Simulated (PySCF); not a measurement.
Isomers of C8H10O2.

All values: PBE0/pcSseg-1 (PySCF) at GFN2-xTB geometries, gas phase, one conformer each. Dipoles and anisotropies that the point group forbids are given as zero.

Question: Rank by the lowest IAO charge on any atom, lowest value first.
A. `[CH:1]#[C:2][C:3](=[O:4])[CH2:5][C:6](=[CH2:7])[CH2:8][O:9][CH3:10]` with C2–C3–C5–C6 -175°, C3–C5–C6–C7 102°, C5–C6–C8–O9 -57°, C6–C8–O9–C10 -72°
B. `[CH3:1][O:2][c:3]1[cH:4][cH:5][c:6]([O:7][CH3:8])[cH:9][cH:10]1` with C1–O2–C3–C4 180°, C5–C6–O7–C8 0° (1,4-dimethoxybenzene)
C. `[CH:1]#[C:2][C@@H:3]1[CH2:4][CH2:5][O:6][C:7](=[O:8])[C@H:9]1[CH3:10]` with C2–C3–C4–C5 -106°, C3–C4–C5–O6 -61°, C4–C5–O6–C7 50°, C5–O6–C7–O8 -175°
D. `[CH3:1][O:2][c:3]1[cH:4][cH:5][cH:6][cH:7][c:8]1[O:9][CH3:10]` with C1–O2–C3–C4 0°, C7–C8–O9–C10 0°
E. `[CH3:1][C:2](=[O:3])[O:4][C@@H:5]1[C@H:6]2[CH2:7][C@@H:8]3[C@H:9]2[C@H:10]13` with C1–C2–O4–C5 180°, C2–O4–C5–C6 -81°
F. `[CH3:1][O:2][c:3]1[cH:4][cH:5][cH:6][cH:7][c:8]1[CH2:9][OH:10]` with C1–O2–C3–C4 4°, C7–C8–C9–O10 122°, C8–C9–O10–H 57°

Answer: F (-0.556 e), E (-0.477 e), C (-0.441 e), A (-0.395 e), B (-0.335 e), D (-0.318 e).

Question: Rank by HOMO–LUMO gap, highest first.
A. `[CH:1]#[C:2][C@@H:3]1[CH2:4][CH2:5][O:6][C:7](=[O:8])[C@H:9]1[CH3:10]` with C2–C3–C4–C5 -106°, C3–C4–C5–O6 -61°, C4–C5–O6–C7 50°, C5–O6–C7–O8 -175°
B. `[CH2:1]=[CH:2]/[CH:3]=[CH:4]/[C:5](=[CH2:6])[O:7][C:8]([CH3:9])=[O:10]` with C1–C2–C3–C4 179°, C3–C4–C5–C6 -179°, C4–C5–O7–C8 -140°, C5–O7–C8–C9 180°
C. `[CH3:1][O:2][c:3]1[cH:4][cH:5][c:6]([O:7][CH3:8])[cH:9][cH:10]1` with C1–O2–C3–C4 180°, C5–C6–O7–C8 0°
D. `[CH2:1]=[CH:2]/[CH:3]=[C:4](/[CH:5]=[CH2:6])[C:7](=[O:8])[O:9][CH3:10]` with C1–C2–C3–C4 179°, C3–C4–C5–C6 -170°, C3–C4–C7–O8 51°, C4–C7–O9–C10 179°
E. `[CH3:1][O:2][CH2:3][c:4]1[cH:5][cH:6][c:7]([OH:8])[cH:9][cH:10]1` with C1–O2–C3–C4 67°, O2–C3–C4–C5 48°, C6–C7–O8–H 1°
F. `[CH3:1][O:2][c:3]1[cH:4][cH:5][cH:6][cH:7][c:8]1[CH2:9][OH:10]` with C1–O2–C3–C4 4°, C7–C8–C9–O10 122°, C8–C9–O10–H 57° (2-methoxybenzyl alcohol)

Answer: A (7.88 eV), F (6.37 eV), E (6.19 eV), C (5.65 eV), B (4.84 eV), D (4.72 eV).

Question: Rank by the lowest Hirshfeld charge on any atom, lowest value first.
A. `[CH3:1][C:2](=[O:3])[C@@H:4]1[CH:5]=[CH:6][C:7](=[O:8])[CH2:9][CH2:10]1` with C1–C2–C4–C5 -84°, C2–C4–C5–C6 -143°, C5–C6–C7–O8 179°, C6–C7–C9–C10 34°, C7–C9–C10–C4 -58°
B. `[CH3:1][O:2][c:3]1[cH:4][cH:5][c:6]([O:7][CH3:8])[cH:9][cH:10]1` with C1–O2–C3–C4 180°, C5–C6–O7–C8 0°
C. `[CH3:1][O:2][c:3]1[cH:4][cH:5][c:6]([CH:7]2[CH2:8][CH2:9]2)[o:10]1` with C1–O2–C3–C4 -2°, C5–C6–C7–C8 37°
D. `[CH3:1][O:2][CH2:3][c:4]1[cH:5][cH:6][c:7]([OH:8])[cH:9][cH:10]1` with C1–O2–C3–C4 67°, O2–C3–C4–C5 48°, C6–C7–O8–H 1°
E. `[CH3:1][C:2](=[O:3])[O:4][C@@H:5]1[C@H:6]2[CH2:7][C@@H:8]3[C@H:9]2[C@H:10]13` with C1–C2–O4–C5 180°, C2–O4–C5–C6 -81°
F. `[CH:1]#[C:2][C:3](=[O:4])[CH2:5][C:6](=[CH2:7])[CH2:8][O:9][CH3:10]` with C2–C3–C5–C6 -175°, C3–C5–C6–C7 102°, C5–C6–C8–O9 -57°, C6–C8–O9–C10 -72°

Answer: E (-0.264 e), A (-0.243 e), F (-0.205 e), D (-0.188 e), C (-0.130 e), B (-0.116 e).

All values together:

```tsv
SMILES	μ (D)	HOMO (eV)	LUMO (eV)	lowest IAO charge (e)	highest IAO charge (e)	lowest Hirshfeld charge (e)	highest Hirshfeld charge (e)
C=C/C=C(/C=C)C(=O)OC	1.61	-6.45	-1.72	-0.459 (O)	+0.509 (C)	-0.244 (O)	+0.214 (C)
COc1ccc(C2CC2)o1	1.47	-5.51	0.79	-0.319 (O)	+0.350 (C)	-0.130 (C)	+0.122 (C)
C=C/C=C/C(=C)OC(C)=O	1.91	-6.38	-1.53	-0.476 (C)	+0.532 (C)	-0.248 (O)	+0.225 (C)
CC(=O)O[C@@H]1[C@H]2C[C@@H]3[C@H]2[C@@H]31	2.12	-7.39	0.47	-0.477 (C)	+0.529 (C)	-0.264 (O)	+0.217 (C)
COc1ccccc1CO	3.16	-6.65	-0.28	-0.556 (O)	+0.346 (H)	-0.247 (O)	+0.130 (H)
C#CC(=O)CC(=C)COC	3.06	-7.54	-1.76	-0.395 (O)	+0.377 (C)	-0.205 (O)	+0.176 (C)
COc1ccc(OC)cc1	0.00	-5.82	-0.17	-0.335 (O)	+0.181 (C)	-0.116 (O)	+0.061 (C)
CC(=O)[C@@H]1C=CC(=O)CC1	4.58	-7.23	-1.76	-0.480 (C)	+0.398 (C)	-0.243 (O)	+0.178 (C)
C=C1C[C@@H]1C(=C)OC(C)=O	2.19	-6.87	-0.27	-0.477 (C)	+0.531 (C)	-0.250 (O)	+0.223 (C)
C#C[C@@H]1CCOC(=O)[C@H]1C	4.14	-7.72	0.17	-0.441 (O)	+0.512 (C)	-0.258 (O)	+0.205 (C)
COc1ccccc1OC	0.17	-5.94	0.21	-0.318 (O)	+0.175 (C)	-0.110 (O)	+0.058 (C)
COCc1ccc(O)cc1	0.98	-6.50	-0.31	-0.475 (O)	+0.363 (H)	-0.188 (O)	+0.180 (H)
```

Conformers: `[CH2:1]=[CH:2]/[CH:3]=[C:4](/[CH:5]=[CH2:6])[C:7](=[O:8])[O:9][CH3:10]` with C1–C2–C3–C4 179°, C3–C4–C5–C6 -170°, C3–C4–C7–O8 51°, C4–C7–O9–C10 179°; `[CH3:1][O:2][c:3]1[cH:4][cH:5][c:6]([CH:7]2[CH2:8][CH2:9]2)[o:10]1` with C1–O2–C3–C4 -2°, C5–C6–C7–C8 37°; `[CH2:1]=[CH:2]/[CH:3]=[CH:4]/[C:5](=[CH2:6])[O:7][C:8]([CH3:9])=[O:10]` with C1–C2–C3–C4 179°, C3–C4–C5–C6 -179°, C4–C5–O7–C8 -140°, C5–O7–C8–C9 180°; `[CH3:1][C:2](=[O:3])[O:4][C@@H:5]1[C@H:6]2[CH2:7][C@@H:8]3[C@H:9]2[C@H:10]13` with C1–C2–O4–C5 180°, C2–O4–C5–C6 -81°; `[CH3:1][O:2][c:3]1[cH:4][cH:5][cH:6][cH:7][c:8]1[CH2:9][OH:10]` with C1–O2–C3–C4 4°, C7–C8–C9–O10 122°, C8–C9–O10–H 57°; `[CH:1]#[C:2][C:3](=[O:4])[CH2:5][C:6](=[CH2:7])[CH2:8][O:9][CH3:10]` with C2–C3–C5–C6 -175°, C3–C5–C6–C7 102°, C5–C6–C8–O9 -57°, C6–C8–O9–C10 -72°; `[CH3:1][O:2][c:3]1[cH:4][cH:5][c:6]([O:7][CH3:8])[cH:9][cH:10]1` with C1–O2–C3–C4 180°, C5–C6–O7–C8 0°; `[CH3:1][C:2](=[O:3])[C@@H:4]1[CH:5]=[CH:6][C:7](=[O:8])[CH2:9][CH2:10]1` with C1–C2–C4–C5 -84°, C2–C4–C5–C6 -143°, C5–C6–C7–O8 179°, C6–C7–C9–C10 34°, C7–C9–C10–C4 -58°; `[CH2:1]=[C:2]1[CH2:3][C@@H:4]1[C:5](=[CH2:6])[O:7][C:8]([CH3:9])=[O:10]` with C3–C4–C5–C6 -46°, C4–C5–O7–C8 146°, C5–O7–C8–C9 178°; `[CH:1]#[C:2][C@@H:3]1[CH2:4][CH2:5][O:6][C:7](=[O:8])[C@H:9]1[CH3:10]` with C2–C3–C4–C5 -106°, C3–C4–C5–O6 -61°, C4–C5–O6–C7 50°, C5–O6–C7–O8 -175°; `[CH3:1][O:2][c:3]1[cH:4][cH:5][cH:6][cH:7][c:8]1[O:9][CH3:10]` with C1–O2–C3–C4 0°, C7–C8–O9–C10 0°; `[CH3:1][O:2][CH2:3][c:4]1[cH:5][cH:6][c:7]([OH:8])[cH:9][cH:10]1` with C1–O2–C3–C4 67°, O2–C3–C4–C5 48°, C6–C7–O8–H 1°.
